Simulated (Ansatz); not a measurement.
A run of Ansatz (development build ahead of 0.2.0) on singlet P2 at this shape:

```xyz
2

P     0.0000    0.0000    0.0000
P     0.0000    0.0000    4.7250
```

Its results:

```
Converged                       : yes
Total energy                    : -682.22411 hartree
Spin squared of the determinant : 2.978
Stability test                  : minimum
```

Q: Which input gives this output? Name the method, the orbitals and the basis set, and write the input.

A: PBE (unrestricted) in pcseg-2.

```yaml
crystal:
  periodic: [false, false, false]
  atoms:
    - { symbol: P, position_ang: [0.0, 0.0, 0.0] }
    - { symbol: P, position_ang: [0.0, 0.0, 4.725] }
basis:
  gaussian: { orbitals: pcseg-2 }
magnetization:
  spin_polarized: true
hamiltonian:
  xc: pbe
```

Caution: the unrestricted determinant is a mixture of spin states.
